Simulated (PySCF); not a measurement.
**Electronic absorption of H2S2**

Species: H₂S₂.
Bonds: S1–S2. Hydrogens: H3 on S1; H4 on S2.

Level of theory: TDDFT CAM-B3LYP/def2-SVPD, vertical, gas phase, core orbitals frozen in the response in PySCF 2.14.0, density-fitted response routines. Isolated species at its PBE0-D3(BJ)/def2-SVP geometry, gas phase.

```tsv
state	E (eV)	λ (nm)	f	|μ| (D)	symmetry	main configurations (H = HOMO, L = LUMO)
S1	4.72	262.6	0.0034	0.44	A	H-1→L (92%)
S2	4.75	261.2	0.0097	0.74	B	H→L (92%)
S3	6.05	205.0	0.011	0.70	A	H→L+1 (85%), H-1→L+2 (9%)
S4	6.06	204.5	0.014	0.78	B	H-1→L+1 (82%), H→L+2 (11%)
S5	6.94	178.8	0.0030	0.34	A	H-1→L+2 (81%), H→L+1 (10%)
S6	6.95	178.4	0.010	0.63	B	H→L+2 (75%), H-1→L+1 (12%)
S7	7.89	157.2	0.277	3.04	B	H-2→L (69%)
S8	8.12	152.7	0.015	0.70	A	H→L+3 (68%), H-1→L+6 (21%)
S9	8.14	152.3	0.032	1.03	B	H-1→L+3 (61%), H→L+6 (16%), H→L+4 (14%)
S10	8.16	152.0	0.074	1.55	B	H-1→L+5 (75%), H→L+4 (12%)
```

Triplets (Tamm–Dancoff): T1 4.03 eV, H→L (91%); T2 4.05 eV, H-1→L (91%); T3 5.64 eV, H-1→L+1 (69%), H→L+2 (18%); T4 5.65 eV, H→L+1 (70%), H-1→L+2 (18%).

The lowest singlet comes at 263 nm (455 kJ/mol) in the ultraviolet; it is very weak; its leading configuration is HOMO-1→LUMO (92%). The strongest level in the table is S7 at 7.89 eV (157 nm, f = 0.277). Löwdin shares by element: HOMO (one of a set within 0.03 eV) sulfur 90%, hydrogen 10%; LUMO sulfur 92%, hydrogen 8%. The listed states span 3.44 eV, and the widest gap between neighbours is 1.30 eV (S2 to S3). Of the 10 states listed, 7 reach f = 0.01 and none stays under 0.0005. The oscillator strengths of these states sum to 0.451; summed over the whole spectrum of an exact calculation they would give the number of electrons, 34 (Thomas–Reiche–Kuhn). Symmetry labels in C2 follow from the direction of the transition dipole and are given only for states with f of 0.002 or more. The window holds the lowest 10 singlets.
